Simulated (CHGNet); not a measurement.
bcc Nb

All values below come from the machine-learned potential CHGNet-r²SCAN (trained on r²SCAN data).

Cell (relaxed at this level):

Nb has the cubic space group Im-3m (No. 229), the bcc (W type) structure, Pearson symbol cI2. Conventional cell: a = b = c = 3.3201 Å, α = β = γ = 90.00°. Nb on 2a has 8 Nb at 2.875 Å and 6 Nb at 3.320 Å. (Neighbours: up to the widest gap in distance over summed covalent radii, below 1.35, at either atom.)
(The calculation used a cell of 1 atom; values per cell refer to that cell.)

```yaml
vacancy_formation_energy: 0.89 eV
```

Measured, for comparison: vacancy formation energy 2.65 ± 0.3 eV (not corrected to a static lattice, monovacancy, our sources range from 2.65 to 2.83; as tabulated in Mehl and Papaconstantopoulos (1996), arXiv:mtrl-th/9602003). Computed (rounded) less measured: vacancy formation energy -1.76 eV (-1.76 eV to -1.94 eV over the range).

A machine-learned potential is trained on density-functional data: it inherits that level's misses and adds fitting errors of its own.
